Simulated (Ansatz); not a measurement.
Born–Oppenheimer molecular dynamics of BF₂H (4 atoms, charge 0, multiplicity 1). It starts from a relaxed structure.

Level of theory: Ansatz, RKS revPBE-D4/def2-mTZVP.

```yaml
ensemble: NVE (velocity Verlet)
time_step: 1 fs
steps_asked: 100
starting_velocities_drawn_for: 300 K
seed: 708188
```

First frame:

```xyz
4
Properties=species:S:1:pos:R:3
B 0.000 0.000 0.010
H 0.000 0.000 1.207
F 1.145 0.000 -0.673
F -1.145 0.000 -0.673
```

Problem. How far do the bonds stretch over the last three quarters of this one trajectory? (Pairs bonded in most of those frames.)

Solution. 
```
 bond  mean (Å)  spread (Å)  shortest  longest
B1–H2     1.200       0.034      1.15     1.25
B1–F3     1.336       0.024      1.30     1.37
B1–F4     1.335       0.016      1.31     1.36
```

Mean temperature of the second half: 152 K. The conserved energy stayed within 0.66 meV per atom of its start (net change 0.37 meV per atom), so the integration is sound. Over the second half the temperature averaged 0.51 of the 300 K drawn at the start: a run that starts near a minimum puts about half its kinetic energy into the potential. A run of 0.1 ps of so small a system gives no equilibrium averages.

Run time: 73 s on 1 thread of Intel(R) Xeon(R) Platinum 8488C (Sapphire Rapids), with other jobs on the host, peak memory 0.1 GiB.
